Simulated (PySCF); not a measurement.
Dipole moment and polarisability of Si(vinyl)H3

Species: Si(vinyl)H3, C2H6Si.
Structure used (PBE0-D3(BJ)/def2-SVP), in Å, numbered top down from 1:
```xyz
9
C2H6Si angstrom
Si    -0.180    0.321   -1.248
C     -0.196    0.312    0.630
C      0.371   -0.640    1.379
H     -0.702    1.138    1.147
H      0.895   -1.496    0.939
H      0.341   -0.612    2.474
H      1.222    0.320   -1.771
H     -0.877    1.541   -1.754
H     -0.874   -0.886   -1.797
```

Level: wB97X-D/def2-SVPD (PySCF), static field, nuclei fixed, core orbitals frozen in the response. The polarisability tensor in these axes (au):

```
x   47.32 -4.75  3.81
y   -4.75 52.45 -6.61
z    3.81 -6.61 63.09
```

Q: Give the principal values, the mean and the anisotropy Δα = √{½[(α1 − α2)² + (α2 − α3)² + (α1 − α3)²]}.

A: Principal values 44.49, 50.61 and 67.76 au; mean 54.29 au = 8.04 Å³ = 8.95 × 10⁻⁴⁰ C²·m²/J; Δα = 20.89 au (38 % of the mean).

Q: What is the dipole moment, and where does it point?

A: (0.06, -0.11, 0.73) D, 0.74 D in size, pointing from the negative to the positive side. Measured along this direction, the outermost atoms are H8 at the negative end and H6 at the positive end.

Q: Rayleigh depolarisation ratio (linearly polarised light, static tensor)?

A: ρ = 3Δα²/(45ᾱ² + 4Δα²) = 1309.8/(132624 + 1746.4) = 0.00975.

Q: Give the principal axes and the span of the nuclei along them.

A: Largest value along (0.26, -0.45, 0.85), where the nuclei span 4.90 Å; middle along (-0.45, 0.73, 0.52), 2.97 Å; least along (0.86, 0.52, 0.01), 2.42 Å. The response follows the extents in order.

Q: In TDDFT the mean static polarisability is Σ f/ω² over all singlet excitations (ω in hartree). How much of it do the 10 lowest give? Their energies (eV) and oscillator strengths: 6.67, 0.0012; 6.89, 0.3089; 7.51, 0.0191; 7.99, 0.0100; 8.24, 0.0164; 8.48, 0.0021; 8.58, 0.0431; 8.78, 0.0166; 8.85, 0.0157; 8.93, 0.0532.

A: They add up to 6.64 au, 12.2 % of the 54.29 au; the largest single term is 4.82 au, from the state at 6.89 eV. Terms in order: 0.02, 4.82, 0.25, 0.12, 0.18, 0.02, 0.43, 0.16, 0.15, 0.49 au. Higher excitations give the rest. The strengths listed sum to 0.486.

Q: Find the Langevin capture rate constant for H3+ (3.023 u) meeting this molecule (58.024 u), k = 2.342 × 10⁻⁹ cm³/s × √(α in Å³ / reduced mass in u).

A: The reduced mass is 2.87 u, so k = 3.92 × 10⁻⁹ cm³/s. The formula leaves out the permanent dipole, which adds to the capture rate.

The structure is a single PBE0-D3(BJ)/def2-SVP conformer in the gas phase; no vibrational or solvent corrections.
